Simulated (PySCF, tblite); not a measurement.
# C4H6FS radical: geometry, infrared bands and EPR parameters

Wanted: the infrared bands and EPR parameters of C4H6FS radical (`CS[C@@H]1[CH][C@@H]1F`), by calculation.

Programs: tblite 0.8.0 and PySCF 2.14.0, with density-fitted response routines of our own. Each step states its level of theory. These are calculated values for one molecule in the gas phase, unless marked as measured. Atoms count from 0, in the outputs and in this text.

## (1) The starting structure

12 atoms, charge 0, multiplicity 2; geometry from: force field or distance geometry start.

Bonds of the start (Å): C0–S1 1.81, S1–C2 1.78, C2–C3 1.50, C3–C4 1.52, C4–F5 1.37, C4–C2 1.53, C0–H6 1.11, C0–H7 1.11, C0–H8 1.12, C2–H9 1.13, C3–H10 1.11, C4–H11 1.10.

## (2) Geometry optimisation with GFN2-xTB

What the job is given:

```
{"job": {"kind": "relax", "xc": "GFN2-xTB", "basis": "xTB"}, "charge": 0, "multiplicity": 2}
C      2.171500     0.058700    -0.079000
S      0.720700    -0.791100    -0.735700
C     -0.828800     0.038700    -0.430100
C     -1.072000     0.867800     0.792600
C     -1.610000    -0.554800     0.745200
F     -0.927400    -1.438000     1.540400
H      2.038200     1.149800     0.037400
H      2.512100    -0.433100     0.861800
H      2.992100    -0.088500    -0.819900
H     -1.439200     0.309700    -1.336800
H     -1.888600     1.616800     0.672800
H     -2.667400    -0.736900     0.489900
```

Command:

```
$ OMP_NUM_THREADS=1 python probes_run.py task.json out
```

The driver reads the jobs from task.json and runs them one after another.

**Question.** This job is followed by: GFN2-xTB harmonic vibrations, gas phase; UKS B3LYP, pcH-1 on C F H S, non-relativistic, mean-field spin-orbit, GIAO. What will the session give for the following? strongest single infrared mode (GFN2-xTB); zero-point energy (GFN2-xTB); g(iso) (B3LYP); ⟨S²⟩; largest a(iso) (averaged by class); potential on the surface of density 0.002 e/bohr³, 1st and 99th percentile.

The runs gave:

```
                                                                  quantity                 value
                                 strongest single infrared mode (GFN2-xTB)  686 cm⁻¹, 143 km/mol
                                              zero-point energy (GFN2-xTB)         54.2 kcal/mol
                                                            g(iso) (B3LYP)               2.00421
                                                                      ⟨S²⟩    0.755 (exact 0.75)
                                        largest a(iso) (averaged by class)  13C on C3, 236.8 MHz
potential on the surface of density 0.002 e/bohr³, 1st and 99th percentile    -0.93 V and 1.18 V
```

Relaxing lowered the energy by 0.994 eV in 88 steps; the close pair that moved most is C3–C4, from 1.522 to 1.453 Å. All 30 modes are real, so the xTB geometry is a minimum. The strongest single mode, at 686 cm⁻¹, moves mainly H10. Unscaled tight-binding wavenumbers are off by several per cent, some by more. Its intensities can rank the bands wrongly. C3 carries the largest spin population, 0.84 e. The isotropic g lies 1.9 ppt above the free-electron value. These values are for one conformer; the search (at its own cheap level) found 2 more, at 1.25, 1.25 kcal/mol, and measured spectra average over such forms.
